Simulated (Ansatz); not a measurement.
A nudged elastic band was laid between two geometries of CH5B + H3P (11 atoms, charge 0, multiplicity 1).

Theory: RKS B3LYP/6-31G* in Ansatz 0.2.0.

```yaml
movable_images: 7
climbing_image: yes
spring: 5.0 eV/Å²
optimiser: quadratic models (default)
start_path: through a guess of the saddle point
force_threshold: 0.05 eV/Å
iteration_limit: 60
end_points: relaxed
```

Image 0:

```xyz
11
Properties=species:S:1:pos:R:3
B 0.041 0.246 0.511
C 0.038 0.672 2.013
H -0.899 0.482 2.547
H 0.884 0.298 2.601
H 0.153 1.773 1.987
H 1.067 0.015 -0.062
H -0.975 0.221 -0.124
P -0.316 -3.624 0.564
H -0.802 -3.097 -0.666
H 1.038 -3.296 0.269
H -0.547 -2.410 1.275
```

Image 8:

```xyz
11
Properties=species:S:1:pos:R:3
B 0.153 -1.131 -0.694
C -0.217 0.691 3.030
H -0.881 1.271 3.678
H 0.785 0.666 3.465
H -0.176 1.159 2.043
H 1.195 -0.574 -0.527
H -0.818 -0.511 -1.002
P -0.017 -2.934 -0.213
H -0.925 -3.480 -1.151
H 1.180 -3.546 -0.651
H -0.598 -0.329 2.936
```

**Question.** Which bonds break or form, and what moves?

**Answer.** Bonds broken: B1–C2, P8–H11. Bonds formed: B1–P8, C2–H11. CH5B + H3P becomes BH4P + CH4.

**Question.** Give the energies along the band, and the barrier.

**Answer.** It converged. The highest image is number 3 of 0 to 8, 1.21 eV above the first end and 1.57 eV above the last; the last end lies 0.36 eV below the first. A vibrational analysis at the climbing image gives one clearly imaginary mode, 1040i cm⁻¹: a first-order saddle point. The orbitals stay closed-shell, which can raise the energy where a bond breaks towards radicals; this wasn't checked here.

```json
{"image": "0", "path coordinate (Å)": "0.00", "energy (eV)": "0.00", "B1–C2 (Å)": "1.56", "P8–H11 (Å)": "1.43", "B1–P8 (Å)": "3.89"}
{"image": "1", "path coordinate (Å)": "0.84", "energy (eV)": "0.01", "B1–C2 (Å)": "1.56", "P8–H11 (Å)": "1.43", "B1–P8 (Å)": "3.45"}
{"image": "2", "path coordinate (Å)": "1.68", "energy (eV)": "0.22", "B1–C2 (Å)": "1.58", "P8–H11 (Å)": "1.45", "B1–P8 (Å)": "2.82"}
{"image": "3", "path coordinate (Å)": "2.52", "energy (eV)": "1.21", "B1–C2 (Å)": "1.77", "P8–H11 (Å)": "1.83", "B1–P8 (Å)": "2.20"}
{"image": "4", "path coordinate (Å)": "3.36", "energy (eV)": "0.24", "B1–C2 (Å)": "2.37", "P8–H11 (Å)": "2.37", "B1–P8 (Å)": "1.96"}
{"image": "5", "path coordinate (Å)": "4.20", "energy (eV)": "-0.11", "B1–C2 (Å)": "2.85", "P8–H11 (Å)": "2.68", "B1–P8 (Å)": "1.92"}
{"image": "6", "path coordinate (Å)": "5.04", "energy (eV)": "-0.30", "B1–C2 (Å)": "3.27", "P8–H11 (Å)": "3.04", "B1–P8 (Å)": "1.88"}
{"image": "7", "path coordinate (Å)": "5.88", "energy (eV)": "-0.35", "B1–C2 (Å)": "3.73", "P8–H11 (Å)": "3.51", "B1–P8 (Å)": "1.87"}
{"image": "8", "path coordinate (Å)": "6.71", "energy (eV)": "-0.36", "B1–C2 (Å)": "4.16", "P8–H11 (Å)": "4.13", "B1–P8 (Å)": "1.87"}
```

**Question.** What is the geometry of the highest image?

**Answer.** 
```xyz
11
Properties=species:S:1:pos:R:3:forces:R:3
B -0.117 -0.486 0.415 0.03 -0.03 0.05
C -0.002 0.235 2.026 0.00 0.01 -0.02
H -0.865 0.126 2.690 0.00 0.00 0.00
H 0.919 0.018 2.574 0.00 0.00 0.01
H 0.034 1.273 1.687 0.00 0.00 0.00
H 0.930 -0.326 -0.127 -0.01 0.01 -0.01
H -1.166 -0.153 -0.046 -0.01 0.00 0.00
P -0.422 -2.665 0.515 -0.01 0.03 0.00
H -0.417 -2.579 -0.902 0.00 -0.01 0.00
H 0.956 -3.019 0.593 0.00 0.01 0.00
H -0.168 -1.141 1.491 0.00 -0.02 -0.02
```

**Question.** What are the harmonic wavenumbers there?

**Answer.** 1040i, 130, 200, 261, 366, 429, 710, 729, 737, 889, 967, 997, 1079, 1095, 1150, 1180, 1337, 1508, 1516, 2329, 2400, 2432, 2626, 2726, 3066, 3149, 3155 cm⁻¹.

Time of the run: 4.5 min on 1 thread of Intel(R) Xeon(R) 6975P-C (Granite Rapids) (shared host), peak memory 0.14 GiB.
